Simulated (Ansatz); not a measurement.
The input, for Ansatz 0.2.0:

```yaml
crystal:
  periodic: [false, false, false]
  atoms:
    - {symbol: S, position_ang: [0.000000, -0.039168, -0.050811]}
    - {symbol: H, position_ang: [0.000000, 1.318312, -0.050811]}
    - {symbol: H, position_ang: [0.000000, -0.035033, 3.238186]}
    - {symbol: H, position_ang: [0.000000, -0.037257, -1.570938]}
basis:
  gaussian: {orbitals: 6-31G}
total_charge: 1
magnetization: {spin_polarized: false, initial_magnetization: 2}
correlation: {method: ccsd, electrons: all, diis_vectors: 1}
```

```sh
$ ansatz run in.yaml --threads 1 --pin off --events-out ev --progress --plain --max-ram 2393MiB
```

Task: Roughly how long does this take on 1 thread of Arm Neoverse V1, shared host, and how much host memory?

Result: 0.39 s wall and 0.07 GiB.

```
237 factors; integrals over basis functions are off by at most 3.3e-4 eV
mean field evaluation 1: about -10850.1924 eV, gradient 1.1e1 eV
mean field evaluation 2: about -10850.1940 eV, gradient 1.1e1 eV
mean field evaluation 4: about -10850.8987 eV, gradient 1.1e0 eV
mean field evaluation 8: about -10850.9236 eV, gradient 5.9e-5 eV
mean field evaluation 16: about -10850.9214 eV, gradient 7.1e-2 eV
mean field evaluation 32: about -10848.1082 eV, gradient 3.1e-1 eV
mean field -10850.92357547 eV, -398.7640863785 hartree, gradient 1.2e-6 eV, S^2 2.000000; 1 other end points of the search recorded, 0 dependent functions left out
determinant -10850.92357547 eV, -398.7640863785 hartree, with singles and doubles -10852.86880574 eV, -398.8355722721 hartree
determinant -10848.11023216 eV, -398.6606979187 hartree, with singles and doubles -10849.94690288 eV, -398.7281943226 hartree
reference -10850.92357547 eV, -398.7640863785 hartree; 10, 8 occupied and 9, 11 virtual orbitals, 237 factors
second order -1.44296332 eV of doubles, -0.02123296 eV of singles
cycle   1  -1.94526798 eV  change   -3.8e-5 eV  update   4.5e-4
cycle   2  -1.94538563 eV  change   -1.2e-4 eV  update   3.1e-4
cycle   3  -1.94544048 eV  change   -5.5e-5 eV  update   8.2e-5
cycle   4  -1.94547063 eV  change   -3.0e-5 eV  update   4.3e-5
cycle   5  -1.94549374 eV  change   -2.3e-5 eV  update   1.8e-5
cycle   6  -1.94550646 eV  change   -1.3e-5 eV  update   9.2e-6
Total energy: -10852.86908194 eV, -398.8355824223 hartree
```
